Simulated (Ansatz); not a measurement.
Relaxation of C2H7B (10 atoms, charge 0, multiplicity 1), to a largest force component of 0.03 eV/Å in at most 50 steps.

These are results of Ansatz 0.2.0, RKS B3LYP/def2-mTZVP, not measurements.

```xyz
10
Properties=species:S:1:pos:R:3:forces:R:3
B -0.959 0.387 0.642 -0.55 0.08 0.05
H 1.353 0.194 1.229 0.18 -0.06 -0.32
C 1.807 0.009 0.246 0.36 -0.04 0.24
H 1.397 -0.900 -0.194 0.01 0.02 0.01
H 1.624 0.860 -0.409 0.00 0.00 0.01
H 2.885 -0.116 0.364 -0.01 0.00 0.00
C -1.361 -0.028 -0.787 -0.02 -0.01 0.00
H -1.490 -1.119 -0.845 0.02 0.05 0.00
H -2.333 0.435 -1.014 0.04 -0.04 0.01
H -0.646 0.277 -1.559 -0.03 -0.01 0.02
```

Question: Where does it end, and by what steps?

Answer: The forces met the threshold. The force dipped under the threshold on the way, but the program's further checks kept it going. After 17 steps the energy has fallen by 0.199 eV; H5 moved furthest, 1.16 Å.

| step | energy less start (eV) | largest force component (eV/Å) | accepted |
| --- | --- | --- | --- |
| 0 | 0.0000 | 0.550 | yes |
| 1 | -0.0961 | 0.236 | yes |
| 2 | -0.1561 | 0.293 | yes |
| 3 | -0.1763 | 0.260 | yes |
| 4 | -0.1877 | 0.182 | yes |
| 5 | -0.1933 | 0.106 | yes |
| 6 | -0.1953 | 0.049 | yes |
| 7 | -0.1962 | 0.045 | yes |
| 8 | -0.1970 | 0.066 | yes |
| 9 | -0.1974 | 0.060 | yes |
| 10 | -0.1977 | 0.027 | yes |
| 11 | -0.1979 | 0.015 | yes |
| 12 | -0.1981 | 0.062 | yes |
| 13 | -0.1983 | 0.027 | yes |
| 14 | -0.1987 | 0.048 | yes |
| 15 | -0.1988 | 0.092 | yes |
| 16 | -0.1990 | 0.058 | yes |
| 17 | -0.1994 | 0.013 | yes |

```xyz
10
Properties=species:S:1:pos:R:3
B -1.774 0.381 0.539
H 1.691 0.195 0.909
C 2.606 -0.020 0.358
H 2.513 -0.981 -0.147
H 2.780 0.762 -0.381
H 3.447 -0.057 1.050
C -2.172 0.002 -0.892
H -2.203 -1.089 -1.009
H -3.163 0.403 -1.140
H -1.448 0.404 -1.613
```

The run took 42 s on 1 thread of Arm Neoverse V1, on a shared host, peak memory 0.15 GiB.
